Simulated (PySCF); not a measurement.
# Which determinant of AlO⁺ lies lowest?

Unrestricted PBE0; Al jorge-DZP-DKH, O jorge-DZP-DKH; spin-free X2C with a Gaussian nucleus (PySCF 2.14). Outer shells of the fragments: Al+ 3s2; O 2s2 2p4.

Followed along the bond (rough minima from three points):

| 2Ms+1 | unpaired | ⟨S²⟩ at the start | R at minimum (Å) | Te (eV) |
| --- | --- | --- | --- | --- |
| 3 | σ ↑, π ↑ | 2.02 | 1.79 | 0.00 |
| 1 | σ ↓, π ↑ | 1.01 | 1.77 | 0.16 |
| 1 | none | 0.00 | 1.63 | 0.76 |

Solutions found at the starting distance of 1.895 Å, counted from the lowest of them; the search is not exhaustive and high or unbound solutions are not listed, so other states can lie among these:

```
2Ms+1  unpaired   term  E (eV)  ⟨S²⟩  ⟨Lz²⟩  μ (D)
    3  σ ↑, π ↑     ³Π    0.00  2.02   1.01  -4.76
    1  σ ↓, π ↑  mixed    0.22  1.01   1.01  -5.09
    1      none    ¹Σ⁺    1.41  0.00   0.00  -7.22
    3      π ↑↑    ³Σ⁻    1.75  2.01   0.00  -0.06
    3      σ ↑↑    ³Σ⁺    2.31  2.00   0.00  -6.00
    1      π ↑↓  mixed    2.54  1.00   2.00  -0.07
```

A term symbol is given only where ⟨S²⟩ and ⟨Lz²⟩ are close to those of a pure state; real π, δ and φ orbitals otherwise mix terms. A positive dipole points towards O; it is taken about the centre of mass and depends on that origin.

Problem. Compare the gap between the two lowest followed solutions at the starting distance with the gap between their minima.

Solution. At PBE0 the second solution (Ms = 0 of mixed spin, unpaired electrons σ ↓, π ↑) lies +0.22 eV from the first (triplet, unpaired electrons σ ↑, π ↑) at 1.895 Å and +0.16 eV at the minima; the two curves relax by different amounts, since their minima lie near 1.77 and 1.79 Å.

Counting both spins, an empty level lies below a filled one in some of these solutions, because spin and occupation are held.
